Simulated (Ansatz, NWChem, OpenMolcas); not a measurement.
## CS (carbon monosulfide): the atomisation enthalpy at 298 K, rung by rung

CS: 2 atoms, total charge 0, spin state singlet. As SMILES, `[C-]#[S+]`. The bond length is the measured one.

```xyz
2

C     0.0000    0.0000    0.0000
S     0.0000    0.0000    1.5349
```

Quantity: the atomisation enthalpy at 298 K, in kJ/mol. The values are calculated. The thermal term (zero-point and 298 K enthalpy, harmonic and unscaled) is that of wB97M-V/def2-TZVPD; the spin-orbit lowering of the free atoms at 298 K, 1.9 kJ/mol by their spectra, is taken off.

Q: The value from experiment is 714 kJ/mol (NIST-JANAF tables). From what is known of these methods, estimate their order from the nearest to it to the farthest.
A. HF/cc-pVTZ (Ansatz)
B. CR-CCSD(T)/cc-pVTZ (NWChem)
C. M06-2X/cc-pVTZ (OpenMolcas)
D. BCCD(T)/cc-pVTZ (Ansatz)
E. FCI/STO-3G (Ansatz)

A: C (693 kJ/mol, -21), D (673 kJ/mol, -41), E (665 kJ/mol, -49), B (662 kJ/mol, -52), A (392 kJ/mol, -322).
